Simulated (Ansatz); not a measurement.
# CHSi (quartet): wave-function methods side by side at distance Si1–H3 = 1.533 Å, 6-31G

How much of the correlation energy of CHSi (quartet) does each wave-function method recover here?

Program: Ansatz 0.2.0, Gaussian basis. Level of theory: 6-31G, core rule «outside noble gas», up to 6 orbitals frozen. These are calculated values, not measurements.

The runs, in order: UHF; CCSD(T) on ROHF; CCSD(T) on UHF; BCCD(T) on ROHF; CISD; CCSDT(Q) on ROHF; CCSDT(Q) on UHF; CCSDTQ on ROHF; CASSCF and MRCISD+Q, 5 electrons in 5 orbitals; CASSCF and NEVPT2, 5 electrons in 5 orbitals; CASSCF and MRCISD+Q, 9 electrons in 9 orbitals; CASSCF and NEVPT4(SD), 9 electrons in 9 orbitals; CASSCF and NEVPT2, 9 electrons in 9 orbitals; Full CI.

14 further runs of the same task are left out: 2 for a mislabelled method, 7 that didn't finish, 5 set aside as unsound or not needed.

## 1. The geometry

The geometry derives from a PBE0/def2-TZVP stationary point (not a proven minimum). One bond is set to the value named and the two fragments are kept rigid.

3 atoms, charge 0, spin multiplicity 4.

Atoms are counted from 1 here; the program's logs count them from 0.

Bond lengths: Si1–C2 1.840 Å, Si1–H3 1.533 Å. Angles: C2–Si1–H3 97.9°.

## 2. UHF

Input file in.yaml:

```yaml
crystal:
  periodic: [false, false, false]
  atoms:
    - {symbol: Si, position_ang: [0.000000, -0.083231, 0.527232]}
    - {symbol: C, position_ang: [0.000000, 0.076222, -1.305753]}
    - {symbol: H, position_ang: [0.000000, 1.410897, 0.868536]}
basis:
  gaussian: {orbitals: 6-31G}
magnetization: {spin_polarized: true, initial_magnetization: 3}
hamiltonian: {xc: hf}
output: {orbitals: {seedname: orbitals}}
```

Started as:

```
$ ansatz run in.yaml --threads 1 --pin off --events-out ev --progress --plain --max-ram 2393MiB
```

After this run come: CCSD(T) on ROHF; CCSD(T) on UHF; BCCD(T) on ROHF; CISD; CCSDT(Q) on ROHF; CCSDT(Q) on UHF; CCSDTQ on ROHF; CASSCF and MRCISD+Q, 5 electrons in 5 orbitals; CASSCF and NEVPT2, 5 electrons in 5 orbitals; CASSCF and MRCISD+Q, 9 electrons in 9 orbitals; CASSCF and NEVPT4(SD), 9 electrons in 9 orbitals; CASSCF and NEVPT2, 9 electrons in 9 orbitals; Full CI.

Before running them: what should the planned runs give, taken together? Wanted: FCI below the RHF energy; RMP2 from FCI; UMP2 from FCI; RCCSD from FCI; RCCSD(T) from FCI; UCCSD(T) from FCI; RCCSDT(Q) from FCI; UCCSDT(Q) from FCI; MRCISD+Q pair from FCI.

As calculated:

| quantity | value |
| --- | --- |
| FCI below the RHF energy | -2.8959 eV |
| RMP2 from FCI | +937.0 meV |
| UMP2 from FCI | +910.5 meV |
| RCCSD from FCI | +117.0 meV |
| RCCSD(T) from FCI | +42.1 meV |
| UCCSD(T) from FCI | +41.8 meV |
| RCCSDT(Q) from FCI | +1.8 meV |
| UCCSDT(Q) from FCI | +0.9 meV |
| MRCISD+Q pair from FCI | +62.1 meV |
| NEVPT2 valence from FCI | +318.2 meV |
| NEVPT4(SD) valence from FCI | +48.5 meV |
| levels within 1 kcal/mol (43 meV) | RCCSD(T), UCCSD(T), BCCD(T), RCCSDT, UCCSDT, RCCSDT(Q), UCCSDT(Q), RCCSDTQ, MRCISD+Q valence |
| T1 diagnostic | 0.052 |
| effectively unpaired electrons | 3.07 |

In words: RCCSD(T) misses by +42.1 meV, 1.5 % of the correlation energy. The occupations are near whole numbers, but T1 = 0.052 shows that the orbitals relax strongly. Of the multireference levels listed MRCISD+Q valence comes nearest in total energy (+14.0 meV), which doesn't show that its space is the better one. Coupled cluster took another determinant than the lowest Hartree-Fock one. These misses are within one basis, not against nature; the frozen cores of restricted and unrestricted runs differ, which can shift their rows.
